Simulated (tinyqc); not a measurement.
CCSD on RHF in the sto-6g basis, for H2F+, spin multiplicity 1, step by step (part 2 of 2). Computed by tinyqc, a small Python program that keeps every step (integrals from PySCF). Command: `OMP_NUM_THREADS=1 python tinyqc.py 29015 29016 out.jsonl` (the two numbers bound the seeds that draw the settings). One thread of a shared host (Intel(R) Xeon(R) Processor @ 2.60GHz), about 0.3 s of CPU time with the checks.

Geometry (angstrom):
```
atom,x,y,z
F,0.000000,0.000000,0.000000
H,0.000000,0.859000,0.455000
H,0.000000,-0.874000,0.463000
```

## CCSD: amplitude update 2

Amplitudes after update 1 (spin orbitals 1a, 1b, ...; amplitudes related by a flip of all spins are not repeated; the 24 largest):
```
from,to,t
3a 3b,7a 7b,-0.070140
3a 3b,6a 6b,-0.038824
3a 4b,6b 7a,-0.035770
4a 4b,6a 6b,-0.033171
2a 3b,6a 7b,0.027192
2a 4b,6a 6b,-0.024238
3a 4b,6a 7b,0.021771
4a 4b,7a 7b,-0.020282
2a 2b,6a 6b,-0.019133
2a 3a,6a 7a,0.014940
3a 4a,6a 7a,-0.014000
5a 5b,6a 6b,-0.013792
2a 2b,7a 7b,-0.013018
2a 3b,6b 7a,-0.012252
4a,6a,0.011816
3a,7a,-0.008804
5a 5b,7a 7b,-0.008033
2a,6a,0.003914
3a 4b,6a 6b,0.003177
2a 4b,7a 7b,0.002690
2a 3b,7a 7b,-0.001883
2a 3b,6a 6b,0.001555
3a 4b,7a 7b,-0.001546
3a 3b,6a 7b,-0.001472
```

orbital energies (hartree): MO1 -26.939213, MO2 -2.062942, MO3 -1.219589, MO4 -1.065237, MO5 -1.042479, MO6 -0.026782, MO7 0.181192

Given earlier and not repeated: Two-electron integrals over orbitals (pq|rs).

t_i^a D_i^a and t_ij^ab D_ij^ab are set to the remaining terms of the spin-orbital equations, evaluated with the old amplitudes; for the doubles these are <ij||ab> + 1/2 <ab||ef> t_ij^ef + 1/2 <mn||ij> t_mn^ab + P(ij)P(ab) <mb||ej> t_im^ae + terms in t^2 + terms with t1, D the orbital-energy denominators.

Amplitudes after update 2 (spin orbitals 1a, 1b, ...; amplitudes related by a flip of all spins are not repeated; the 24 largest):
```
from,to,t
3a 3b,7a 7b,-0.074408
3a 3b,6a 6b,-0.041690
3a 4b,6b 7a,-0.038428
4a 4b,6a 6b,-0.036034
2a 3b,6a 7b,0.028355
2a 4b,6a 6b,-0.026014
3a 4b,6a 7b,0.024843
4a 4b,7a 7b,-0.021564
2a 2b,6a 6b,-0.019494
4a,6a,0.017938
2a 3a,6a 7a,0.014575
5a 5b,6a 6b,-0.014032
2a 3b,6b 7a,-0.013779
3a 4a,6a 7a,-0.013584
2a 2b,7a 7b,-0.013150
3a,7a,-0.011527
5a 5b,7a 7b,-0.007755
2a,6a,0.005002
3a 4b,6a 6b,0.003499
2a 4b,7a 7b,0.002386
2a 3b,7a 7b,-0.002010
3a 4b,7a 7b,-0.001700
2a 3b,6a 6b,0.001660
3a 3b,6a 7b,-0.001560
```

correlation energy = -0.03848782 hartree

## CCSD: convergence

E_corr = 1/4 sum <ij||ab> t_ij^ab + 1/2 sum <ij||ab> t_i^a t_j^b; stop when the norm of the change is below 1e-8.

Course of the amplitude iterations:
```
update,correlation energy (hartree),norm of the change
0,-0.03005116,-
1,-0.03638124,5.36e-02
2,-0.03848782,2.07e-02
3,-0.03978524,8.95e-03
4,-0.03978884,1.51e-03
5,-0.03979236,1.93e-04
6,-0.03979287,1.71e-05
7,-0.03979282,4.97e-06
8,-0.03979283,1.12e-06
9,-0.03979283,1.48e-07
10,-0.03979283,3.31e-08
11,-0.03979283,6.52e-09
```

Converged amplitudes (spin orbitals 1a, 1b, ...; amplitudes related by a flip of all spins are not repeated; the 24 largest):
```
from,to,t
3a 3b,7a 7b,-0.076548
3a 3b,6a 6b,-0.042776
3a 4b,6b 7a,-0.040668
4a 4b,6a 6b,-0.039274
2a 3b,6a 7b,0.028581
3a 4b,6a 7b,0.027620
2a 4b,6a 6b,-0.027484
4a,6a,0.024698
4a 4b,7a 7b,-0.022691
2a 2b,6a 6b,-0.019774
2a 3b,6b 7a,-0.014654
5a 5b,6a 6b,-0.014077
2a 3a,6a 7a,0.013927
2a 2b,7a 7b,-0.013073
3a 4a,6a 7a,-0.013048
3a,7a,-0.012233
5a 5b,7a 7b,-0.007472
2a,6a,0.005098
3a 4b,6a 6b,0.003778
2a 4b,7a 7b,0.002099
2a 3b,7a 7b,-0.002062
3a 4b,7a 7b,-0.001827
2a 3b,6a 6b,0.001712
3a 3b,6a 7b,-0.001627
```

CCSD total energy = -99.82384513 hartree

T1 diagnostic, norm of the one-spin t1 over sqrt(correlated electrons) = 0.008869

Converged in 11 updates, with DIIS from the third.
